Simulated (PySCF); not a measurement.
**How the functional moves excitation energies**

Compound: (E)-2-butenenitrile, C4H5N.
SMILES with atom numbers: `[CH3:1]/[CH:2]=[CH:3]/[C:4]#[N:5]` (hydrogens: H6, H7, H8 on C1; H9 on C2; H10 on C3)

Linear-response calculations in the def2-SVPD basis (PySCF; singlets by full response, triplets Tamm–Dancoff, core orbitals frozen in the response; HF means time-dependent Hartree–Fock). 'Strongest' is the level of largest summed f among the singlets computed (10 roots, of which the last may lack a degenerate partner); it can jump between rows when another state enters that window. S1 is the lowest singlet of each run and needn't be the same state throughout; f(S1) is that of one state. Isolated species at its PBE0-D3(BJ)/def2-SVP geometry, gas phase.

```tsv
functional	kind	S1 (eV)	f(S1)	strongest (eV)	T1 (eV)	HOMO (eV)	gap (eV)	ionisation energy, ΔSCF (eV)
LDA	LDA	5.85	0.000	5.90	3.87	-7.05	4.44	10.22
PBE	GGA	5.85	0.000	5.91	3.68	-6.87	4.48	9.98
B3LYP	global hybrid, 20% exact exchange	6.08	0.420	6.08	3.68	-7.76	6.11	10.09
BHandHLYP	global hybrid, 50% exact exchange	6.28	0.426	6.28	3.60	-8.94	8.60	9.99
CAM-B3LYP	range-separated hybrid	6.25	0.436	6.25	3.69	-9.26	8.96	10.19
wB97X-D	range-separated hybrid	6.26	0.444	6.26	3.77	-9.78	10.13	10.15
LC-wPBE	range-separated hybrid	6.45	0.455	6.45	3.61	-10.61	11.45	10.31
HF	Hartree–Fock	6.35	0.393	6.35	3.21	-10.38	12.78	not settled
```

What does PBE0 (global hybrid, 25% exact exchange) give?

S1 (eV) 6.18, f(S1) 0.433, strongest (eV) 6.18, T1 (eV) 3.63, HOMO (eV) -7.97, gap (eV) 6.54, ionisation energy, ΔSCF (eV) 10.08. S1 runs from 5.85 eV (LDA) to 6.45 eV (LC-wPBE), a spread of 0.60 eV, while the orbital gap spreads over 8.3 eV. Along PBE (0%), B3LYP (20%), PBE0 (25%), BHandHLYP (50%), HF (100%) S1 rises with the share of exact exchange. −ε(HOMO) comes closest to its own ΔSCF ionisation energy with LC-wPBE (+0.30 eV) and misses most with LDA (-3.17 eV). 'Not settled' means that the ion's SCF failed to converge or may have ended in another state than the lowest.
